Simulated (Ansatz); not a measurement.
Input for Ansatz (development build ahead of 0.2.0):

```yaml
crystal:
  periodic: [false, false, false]
  atoms:
    - { symbol: H, position_ang: [0.0, 0.0, 0.43558] }
    - { symbol: F, position_ang: [0.0, 0.0, -0.43558] }
basis:
  gaussian: { orbitals: STO-3G }
magnetization:
  spin_polarized: true
hamiltonian:
  xc: hf
correlation:
  method: ccsd_t
  frozen_orbitals: { F: 1, H: 0 }
```

The input is written out in the form of the current development build from the run's settings.

Results

```yaml
Converged: yes
Reference_energy: -98.56194 hartree
CCSD_correlation_energy: -0.02252 hartree
Triples_correction: 0.00000 hartree
Total_energy: -98.58446 hartree
Spin_squared_of_the_determinant: 0.000
```
